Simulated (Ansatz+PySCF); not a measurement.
Two shapes of doublet CH3.

Shape 1:

```xyz
4

C     0.0000    0.0000    0.0000
H     0.9813    0.0000    0.0000
H    -0.5452    0.9443    0.0000
H    -0.5452   -0.9443    0.0000
```

Shape 2:

```xyz
4

C     0.0000    0.0000    0.0000
H     1.0903    0.0000    0.0000
H    -0.5452    0.9443    0.0000
H    -0.5452   -0.9443    0.0000
```

Basis set: STO-3G (spherical functions). Left uncorrelated: 1 orbital. Correlation on ROHF uses semicanonical orbitals with singles. Charge 0, multiplicity 2.

Computed with Ansatz (development build ahead of 0.2.0); each method stands on the lowest determinant of its kind that the runs found.

Task: Which shape is lower in energy, and by how much in each method?

Result:

```
                            method  E(2) − E(1) (eV)
                              ROHF            -0.257
                           UHF-MP2            -0.324
                          UHF-CCSD            -0.364
                      ROHF-CCSD(T)            -0.365
full CI (lowest root of this spin)            -0.365
```

Shape 2 is lower.
